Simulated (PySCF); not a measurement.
# CHCl2F: the cost of one run

Computed with PySCF 2.14.0, with density-fitted response routines of our own, on a single molecule, in the gas phase or a continuum. Atoms are numbered from 0 throughout.

### Step 1. The molecule as given

5 atoms, charge 0, multiplicity 1; geometry from: GFN2-xTB. The atoms were then displaced at random by about 0.01 Å, so the start is not that level's minimum.

Bonds of the start (Å): F0–C1 1.32, C1–Cl2 1.76, C1–Cl3 1.74, C1–H4 1.09.

### Step 2. Optimising the geometry at PBE0-D3(BJ)/def2-TZVP

The job: settings as JSON, then the geometry in Å.

```
{"job": {"xc": "PBE0", "basis": "def2-TZVP", "d3": "d3bj", "grid": 2, "shake": 0.01, "kind": "geom"}, "charge": 0, "multiplicity": 1}
F     -0.045640     1.121530    -0.765850
C     -0.001990     0.098950     0.067890
Cl     1.444580    -0.836270    -0.297970
Cl    -1.414000    -0.894020    -0.128300
H      0.050620     0.475830     1.086340
```

Started as:

```
$ OMP_NUM_THREADS=1 python probes_run.py task.json out
```

One launch serves the whole session: the jobs run in the order shown.

Q: Estimate the wall time and peak memory of this first job on 1 thread of Intel Xeon Platinum 8488C, shared host.

About 24 s, with a peak of 0.56 GiB.
